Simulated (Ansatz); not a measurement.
# C₃H₆, singlet: energies of several shapes or isomers

Computed with Ansatz's Gaussian-basis code (development build). Basis aug-cc-pVDZ, nonrelativistic, 3 orbitals frozen in the corrections; active space CAS(2,2). Restricted Hartree–Fock, then the lowest state-specific CASSCF solution met for each case. Single-reference values can break down or jump between states where bonds are stretched. Solutions in different active orbitals can move differences by tenths of an eV and at times more than 1 eV.

Case A:

```xyz
9

C     0.0162   -0.2014   -1.2824
C    -0.0779    0.4566   -0.1226
H    -0.5540   -1.1066   -1.4703
H     0.6646    0.1411   -2.0816
H    -0.2577    1.5307   -0.1386
C     0.0468   -0.1790    1.2277
H     0.2253   -1.2538    1.1407
H     0.8737    0.2609    1.7947
H    -0.8629   -0.0294    1.8184
```

Case B:

```xyz
9

C     0.0000   -0.2220   -1.2791
C     0.0000    0.4612   -0.1301
H     0.0000   -1.3081   -1.2946
H     0.0000    0.2794   -2.2408
H     0.0000    1.5499   -0.1638
C     0.0000   -0.1644    1.2306
H     0.0000   -1.2551    1.1613
H     0.8804    0.1425    1.8046
H    -0.8804    0.1425    1.8046
```

Case C:

```csv
atom,x (Å),y (Å),z (Å)
C,0.0043,-0.2204,-1.2793
C,-0.0251,0.4606,-0.1295
H,-0.1395,-1.2967,-1.3063
H,0.1727,0.2730,-2.2304
H,-0.0828,1.5479,-0.1618
C,0.0158,-0.1653,1.2304
H,0.0731,-1.2545,1.1597
H,0.8821,0.1871,1.7998
H,-0.8762,0.0940,1.8098
```

Case D:

```xyz
9

C     0.0087   -0.2160   -1.2801
C    -0.0482    0.4593   -0.1278
H    -0.2783   -1.2618   -1.3408
H     0.3432    0.2520   -2.1996
H    -0.1592    1.5424   -0.1562
C     0.0301   -0.1682    1.2297
H     0.1402   -1.2530    1.1551
H     0.8810    0.2244    1.7961
H    -0.8706    0.0454    1.8144
```

Energy less that of case A, in eV:

| case | RHF/ROHF | CASSCF |
| --- | --- | --- |
| B | -1.492 | -1.355 |
| C | -1.398 | -1.268 |
| D | -1.116 | -1.007 |

Problem. What does SC-NEVPT2 give for these differences?

Solution. B: -1.325 eV; C: -1.240 eV; D: -0.987 eV.

Problem. Which case is lowest, and do the methods agree?

Solution. B is lowest in SC-NEVPT2. Of the methods shown, RHF/ROHF, CASSCF agree.
